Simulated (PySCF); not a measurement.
Gas-phase reaction: 4 SiH2(NH2)2 + Si2N = 6 HSiNH2 + 3 NH2

Computed with PySCF (xtb for GFN2) and rigid-rotor harmonic-oscillator thermochemistry at 1 bar. † marks an energy on the PBE0/def2-TZVP geometry and frequencies; other levels use their own. Open shells (unrestricted): Si2N (multiplicity 2), NH2 (multiplicity 2); the rest are closed-shell singlets. GFN2 has no spin-polarisation term. Spin-orbit splitting is ignored; it lowers the true energy and changes the entropy of Si2N. SiH2(NH2)2, HSiNH2: computed as isolated molecules; such fragments, hydroxides, amides, oligomers or adducts are transient or little studied in the gas.

| level | ΔH°(298 K), kJ |
|---|---|
| GFN2-xTB | 1813 |
| M06-2X/def2-TZVP† | 1452 |
| PBE/def2-SVP | … |
| PBE/def2-TZVP† | 1369 |
| PBE0/def2-QZVP† | 1406 |
| PBE0/def2-SVP† | … |
| r2SCAN/def2-TZVP† | … |
| LDA/def2-TZVP† | … |
| ωB97M-V/def2-TZVP† | 1397 |

Problem. What belongs in the gaps?

Solution. 
- PBE/def2-SVP, ΔH°(298 K), kJ: 1326
- PBE0/def2-SVP†, ΔH°(298 K), kJ: 1357
- r2SCAN/def2-TZVP†, ΔH°(298 K), kJ: 1441
- LDA/def2-TZVP†, ΔH°(298 K), kJ: 1606
